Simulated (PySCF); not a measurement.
CH3, SMILES [CH3], multiplicity 2. Coordinates come from a B3LYP-D3(BJ)/def2-TZVPD optimisation. The isomer is the one that the SMILES or the coordinates give; other isomers of the formula were not compared.

Calculation: B3LYP-D3(BJ)/def2-TZVPD (PySCF).

Harmonic wavenumbers (cm⁻¹): 536, 1407, 1407, 3112, 3288, 3288. Rotational constants (GHz): 287.1, 287.1, 143.5; symmetry number 6.

Q: Work out the zero-point energy and the ideal-gas rigid-rotor harmonic-oscillator thermochemistry at 298.15 K and 1 atm.

A: ZPE = ½ Σ hcν = ½ × 13038 cm⁻¹ = 77.98 kJ/mol. H − E(el) = 88.46 kJ/mol. Entropy in J/(mol K): translation 142.55, rotation 43.56, vibration 2.55, spin 5.76, total 194.42. G − E(el) = 30.49 kJ/mol. Cp = 39.02 J/(mol K).
